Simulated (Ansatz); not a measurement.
Reaction: H2O2 (hydrogen peroxide, SMILES OO) → 2 HO (SMILES [OH], doublet) (the O-O bond breaks)
Each species at its own B3LYP-D3(BJ)/def2-TZVP minimum (Ansatz, a first-principles code).

Wanted: bond dissociation energy (electronic), in kJ/mol. UHF or UKS for unpaired electrons; spin-orbit terms are left out. CBS(X,Y): correlation extrapolated as X^-3, Hartree-Fock from the larger set (Q,5: extrapolated as (X+1)exp(-9√X)). A bracket is a step between two methods taken in the basis named. Functionals run without relativity, which enters their misses. Double hybrids freeze cores in their MP2 part. 'core' is core correlation in cc-pwCVTZ, 'X2C' scalar relativity in cc-pVTZ-DK, both at CCSD(T).

CCSD(T)/CBS(cc-pVQZ,cc-pV5Z) + [CCSDT(Q) - CCSD(T)]/cc-pVTZ + [CCSDTQ - CCSDT(Q)]/cc-pVDZ + core + X2C (Ansatz) gives 228.9 kJ/mol.

Problem. What does PBE/def2-TZVPD (Ansatz) give here, and how do the other levels compare?

Solution. PBE gives 259.8 kJ/mol, 30.9 kJ/mol above it. Differences of the others: r2SCAN/def2-TZVPD (Ansatz) -16.1; PBE0/def2-TZVPD (Ansatz) -13.0; wB97M-V/def2-TZVPD (Ansatz) -3.2; B2PLYP/def2-TZVPD (Ansatz) -13.9; CCSD(T)/CBS(cc-pVQZ,cc-pV5Z) + core + X2C (Ansatz) -0.4 kJ/mol. Nearer than PBE: r2SCAN/def2-TZVPD, PBE0/def2-TZVPD, wB97M-V/def2-TZVPD, B2PLYP/def2-TZVPD, CCSD(T)/CBS(cc-pVQZ,cc-pV5Z) + core + X2C.
